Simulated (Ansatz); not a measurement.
Born–Oppenheimer molecular dynamics of C₃H₅ (8 atoms, charge 1, multiplicity 1). It starts from a relaxed structure.

The calculation used Ansatz, UKS r2SCAN-D4/STO-3G.

```
ensemble        : NVT, Langevin thermostat
time step       : 0.25 fs
steps asked     : 250
set temperature : 50 K
friction        : 0.05 /fs
seed            : 567712
```

Frames 2.5 fs apart, positions in Å, forces in eV/Å.

Velocities at 27.5 fs (Å/ps):

```
C -0.94 -1.44 0.70
C 1.64 -1.82 0.96
C 0.56 -0.14 1.76
H 0.09 11.07 -1.42
H 7.02 -1.02 3.69
H 5.11 6.32 4.46
H 1.20 -5.61 3.09
H 0.81 6.46 -5.71
```

```xyz
8
Properties=species:S:1:pos:R:3:forces:R:3 time_fs=27.5 energy_less_start_eV=0.026 T=28
C -0.411 0.930 -0.616 -0.11 0.24 -0.01
C 0.308 0.255 0.374 0.18 -0.25 0.44
C 0.222 -1.149 0.444 0.19 -0.14 0.15
H -1.115 0.402 -1.282 -0.17 -0.17 -0.32
H -0.285 2.024 -0.746 -0.07 0.21 -0.07
H 0.940 0.825 1.072 0.26 -0.03 0.04
H -0.452 -1.708 -0.231 -0.23 -0.14 -0.29
H 0.837 -1.773 1.138 -0.04 0.28 0.06
8
Properties=species:S:1:pos:R:3:forces:R:3 time_fs=30.0 energy_less_start_eV=0.026 T=33
C -0.411 0.929 -0.614 -0.01 0.22 -0.02
C 0.312 0.251 0.378 0.16 0.17 0.45
C 0.223 -1.149 0.449 -0.43 -0.19 -0.68
H -1.114 0.420 -1.303 -0.06 -0.16 -0.13
H -0.271 2.022 -0.735 -0.09 0.23 -0.08
H 0.951 0.829 1.079 0.00 -0.25 -0.21
H -0.450 -1.722 -0.240 0.12 0.19 0.14
H 0.843 -1.750 1.130 0.32 -0.20 0.52
8
Properties=species:S:1:pos:R:3:forces:R:3 time_fs=32.5 energy_less_start_eV=0.030 T=39
C -0.413 0.928 -0.611 -0.15 -0.12 -0.38
C 0.316 0.248 0.384 -0.50 -0.09 -0.22
C 0.221 -1.151 0.450 0.18 -0.56 -0.29
H -1.110 0.417 -1.338 0.38 0.16 0.46
H -0.262 2.022 -0.730 -0.14 0.22 -0.07
H 0.956 0.812 1.072 0.28 0.10 0.18
H -0.439 -1.728 -0.255 0.19 0.23 0.34
H 0.874 -1.736 1.146 -0.24 0.06 0.00
8
Properties=species:S:1:pos:R:3:forces:R:3 time_fs=35.0 energy_less_start_eV=0.038 T=29
C -0.416 0.924 -0.611 0.41 0.56 -0.17
C 0.320 0.246 0.385 -0.70 -0.05 -0.36
C 0.222 -1.153 0.450 0.92 -0.49 0.39
H -1.082 0.413 -1.351 0.08 -0.03 0.27
H -0.262 2.031 -0.734 -0.25 -0.32 0.01
H 0.960 0.806 1.078 0.23 0.11 0.14
H -0.426 -1.731 -0.247 -0.08 -0.01 0.08
H 0.897 -1.724 1.159 -0.62 0.23 -0.37
8
Properties=species:S:1:pos:R:3:forces:R:3 time_fs=37.5 energy_less_start_eV=0.038 T=24
C -0.416 0.920 -0.612 0.66 0.50 0.12
C 0.321 0.244 0.385 -0.18 0.21 0.18
C 0.225 -1.159 0.451 0.70 0.40 0.08
H -1.058 0.407 -1.355 -0.22 -0.23 0.00
H -0.277 2.022 -0.735 -0.18 -0.06 0.01
H 0.983 0.804 1.090 -0.32 -0.25 -0.39
H -0.420 -1.729 -0.238 -0.34 -0.27 -0.18
H 0.894 -1.708 1.145 -0.12 -0.28 0.18
8
Properties=species:S:1:pos:R:3:forces:R:3 time_fs=40.0 energy_less_start_eV=0.030 T=35
C -0.412 0.917 -0.609 0.38 0.12 -0.05
C 0.319 0.240 0.385 -0.11 0.11 0.08
C 0.231 -1.160 0.451 -0.17 0.24 -0.71
H -1.044 0.389 -1.354 -0.19 -0.15 0.04
H -0.296 2.014 -0.734 -0.09 0.21 0.01
H 0.987 0.788 1.078 -0.12 0.00 -0.10
H -0.426 -1.738 -0.238 -0.07 0.00 0.07
H 0.880 -1.718 1.130 0.37 -0.53 0.66
8
Properties=species:S:1:pos:R:3:forces:R:3 time_fs=42.5 energy_less_start_eV=0.022 T=42
C -0.408 0.916 -0.605 -0.01 0.03 -0.34
C 0.317 0.235 0.387 -0.16 -0.04 -0.15
C 0.235 -1.161 0.449 0.20 -0.86 -0.12
H -1.040 0.377 -1.351 -0.05 -0.02 0.18
H -0.318 2.016 -0.730 -0.01 0.15 0.06
H 0.983 0.771 1.067 0.24 0.34 0.32
H -0.429 -1.749 -0.228 -0.05 0.16 0.03
H 0.878 -1.765 1.138 -0.16 0.24 0.03
8
Properties=species:S:1:pos:R:3:forces:R:3 time_fs=45.0 energy_less_start_eV=0.027 T=45
C -0.405 0.914 -0.602 -0.24 0.42 -0.36
C 0.313 0.230 0.387 0.26 -0.11 0.11
C 0.238 -1.169 0.447 0.28 -0.98 0.21
H -1.046 0.375 -1.333 -0.09 -0.09 0.02
H -0.340 2.025 -0.724 0.06 -0.20 0.11
H 0.988 0.763 1.064 0.16 0.28 0.26
H -0.443 -1.746 -0.219 -0.07 0.07 -0.08
H 0.874 -1.798 1.143 -0.35 0.59 -0.27
8
Properties=species:S:1:pos:R:3:forces:R:3 time_fs=47.5 energy_less_start_eV=0.022 T=58
C -0.405 0.914 -0.600 -0.34 0.53 -0.15
C 0.311 0.224 0.386 0.75 -0.11 0.45
C 0.241 -1.185 0.444 -0.61 0.34 -0.54
H -1.065 0.377 -1.315 -0.07 -0.08 -0.08
H -0.350 2.033 -0.706 0.09 -0.42 0.07
H 0.997 0.769 1.069 -0.20 -0.08 -0.12
H -0.464 -1.734 -0.220 0.04 -0.05 -0.06
H 0.849 -1.796 1.130 0.34 -0.13 0.43
8
Properties=species:S:1:pos:R:3:forces:R:3 time_fs=50.0 energy_less_start_eV=0.024 T=46
C -0.412 0.916 -0.599 -0.38 -0.70 0.11
C 0.312 0.218 0.388 0.54 -0.13 0.14
C 0.240 -1.198 0.440 -0.61 0.78 -0.43
H -1.091 0.383 -1.310 0.15 0.08 0.08
H -0.352 2.014 -0.682 0.10 0.46 -0.06
H 0.991 0.780 1.067 -0.20 -0.24 -0.13
H -0.478 -1.727 -0.233 0.17 -0.11 0.03
H 0.843 -1.804 1.142 0.23 -0.13 0.26
8
Properties=species:S:1:pos:R:3:forces:R:3 time_fs=52.5 energy_less_start_eV=0.028 T=46
C -0.421 0.915 -0.598 0.07 -0.44 0.43
C 0.313 0.209 0.386 0.15 -0.01 -0.27
C 0.237 -1.206 0.435 -0.11 0.36 0.29
H -1.097 0.395 -1.313 0.00 -0.01 -0.04
H -0.341 2.020 -0.665 0.00 0.17 -0.08
H 0.982 0.783 1.055 -0.03 -0.21 0.04
H -0.487 -1.724 -0.240 0.23 -0.18 0.07
H 0.846 -1.816 1.167 -0.31 0.32 -0.44
8
Properties=species:S:1:pos:R:3:forces:R:3 time_fs=55.0 energy_less_start_eV=0.036 T=42
C -0.433 0.914 -0.597 0.80 0.16 0.88
C 0.314 0.201 0.383 -0.18 0.09 -0.58
C 0.233 -1.212 0.433 -0.34 0.43 0.16
H -1.100 0.396 -1.307 -0.30 -0.13 -0.31
H -0.320 2.032 -0.653 -0.21 -0.41 -0.12
H 0.980 0.778 1.046 0.06 -0.17 0.14
H -0.490 -1.735 -0.244 0.32 -0.10 0.15
H 0.827 -1.808 1.177 -0.14 0.12 -0.32
```

Of the whole run (62 fs, mean temperature of the second half 41 K): The mean temperature of the second half is 19 % below the set value. A run of 0.062 ps of so small a system gives no equilibrium averages. Limits of this set-up: minimal basis, the dipole of an ion depends on the origin.

Run time: 8.4 min on 1 thread of Arm Neoverse V1, with other jobs on the host, peak memory 0.13 GiB.
